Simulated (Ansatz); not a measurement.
## [SiH$_{3}$···H···H], doublet: transfer scan

Starting geometry:

| atom | x (Å) | y (Å) | z (Å) |
| --- | --- | --- | --- |
| Si | -0.0857 | 0.0000 | 0.0000 |
| H | -0.5806 | 1.3997 | 0.0000 |
| H | -0.5806 | -0.6999 | 1.2122 |
| H | -0.5806 | -0.6999 | -1.2122 |
| H | 1.3989 | 0.0000 | 0.0000 |
| H | 2.7313 | 0.0000 | 0.0000 |

From there H5 is moved from one fragment to the other while all else, the fragments' distance too, stays fixed, so the hump isn't the reaction's barrier; atoms are numbered as listed. Energies are in kJ/mol, counted from the starting geometry at the same level. Kohn–Sham curves are unrestricted where that lies lower.

Basis cc-pVDZ; Ansatz 0.2.0. Correlated methods freeze the noble-gas cores. Prefix R: restricted or restricted open-shell reference; prefix U: unrestricted.

In so small a basis the reference is far from its limit while semilocal and hybrid functionals are nearer theirs (RPA and double hybrids share much of the reference's basis error), so the functionals' errors here hold much of the reference's basis and frozen-core error, which can add to them or hide them.

Full CI isn't at hand for all of this; UCCSDT(Q) serves as the reference, and is uncertain by about the last step of the cluster series.

| distance Si1-H5 (Å) | UCCSDT(Q) | PBE | BLYP | r2SCAN | PBE0 | B3LYP | wB97M-V | B2PLYP | RPA-PBE |
| --- | --- | --- | --- | --- | --- | --- | --- | --- | --- |
| 1.381 | 13.4 | 21.5 | 20.8 | 19.4 | 18.3 | 18.3 | 15.7 | 15.3 | 13.9 |
| 1.485 | 0.0 | 0.0 | 0.0 | 0.0 | 0.0 | 0.0 | 0.0 | 0.0 | 0.0 |
| 1.569 | -0.4 | -7.5 | -7.1 | -5.3 | -4.7 | -4.9 | -2.7 | -2.0 | -1.5 |
| 1.652 | 1.7 | -11.9 | -11.2 | -7.4 | -6.4 | -7.0 | -3.0 | -1.3 | -0.9 |
| 1.736 | 0.6 | -17.2 | -16.1 | -10.7 | -9.9 | -10.7 | -5.7 | -3.0 | -3.5 |
| 1.820 | -6.7 | -25.2 | -24.0 | -17.9 | -17.4 | -18.3 | -13.4 | -9.9 | -11.6 |
| 1.904 | -19.6 | -35.0 | -33.8 | -28.3 | -28.2 | -29.2 | -25.2 | -21.6 | -24.4 |
| 1.988 | -32.4 | -42.2 | -41.5 | -37.3 | -37.6 | -38.7 | -35.9 | -33.0 | -36.6 |
| 2.072 | -35.7 | -38.9 | -39.2 | -36.7 | -37.1 | -38.5 | -36.8 | -34.9 | -39.1 |
